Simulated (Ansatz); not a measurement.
Geometry optimisation, RKS PBE0-D4/def2-SVP in Ansatz 0.2.0.

The input (input.yaml):

```yaml
crystal:
  periodic: [false, false, false]
  atoms:
    - { symbol: Cl, position_ang: [-1.776, -0.2584, 1.7619] }
    - { symbol: C, position_ang: [-0.4882, -0.9639, 0.8597] }
    - { symbol: C, position_ang: [0.0595, 0.0233, -0.172] }
    - { symbol: C, position_ang: [1.07016, 0.9438, -0.27449] }
    - { symbol: "N", position_ang: [0.57864, 1.3444, -1.57209] }
    - { symbol: C, position_ang: [-0.42387, 0.54348, -1.45848] }
    - { symbol: H, position_ang: [0.3052, -1.2552, 1.5895] }
    - { symbol: H, position_ang: [-0.8285, -1.8428, 0.3626] }
    - { symbol: H, position_ang: [1.92639, 1.1157, 0.30046] }
    - { symbol: H, position_ang: [-1.34708, 0.23927, -1.9853] }
basis:
  gaussian: { orbitals: def2-SVP }
hamiltonian:
  xc: pbe0
  dispersion: d4
relax:
  f_tol: 0.015
  max_steps: 40
```

Launched with:

```bash
$ ansatz run input.yaml --threads 2 --pin off --max-ram 3072MiB --backend cpu --events-out ev --progress --plain --runs-dir out
```

**Question.** Where does it end, and by what steps?

**Answer.** The forces met the threshold. After 10 steps the energy has fallen by 0.780 eV; Cl1 moved furthest, 0.26 Å.

```
step  energy less start (eV)  largest force component (eV/Å)  accepted
   0                  0.0000                           4.278       yes
   1                 -0.5947                           1.504       yes
   2                 -0.6705                           1.361       yes
   3                 -0.7653                           0.509       yes
   4                 -0.7745                           0.180       yes
   5                 -0.7768                           0.183       yes
   6                 -0.7790                           0.066       yes
   7                 -0.7789                           0.180        no
   8                 -0.7796                           0.020       yes
   9                 -0.7798                           0.032       yes
  10                 -0.7801                           0.013       yes
```

```xyz
10
Properties=species:S:1:pos:R:3
Cl -1.978 -0.385 1.648
C -0.436 -0.965 0.907
C 0.040 -0.011 -0.098
C 1.086 0.794 -0.304
N 0.537 1.357 -1.617
C -0.474 0.599 -1.428
H 0.298 -1.091 1.714
H -0.664 -1.950 0.473
H 2.030 1.052 0.181
H -1.363 0.489 -2.065
```

The run took 14 s on 2 threads of AMD EPYC 9R45 96-Core Processor (Zen 5) (shared host), peak memory 0.27 GiB.
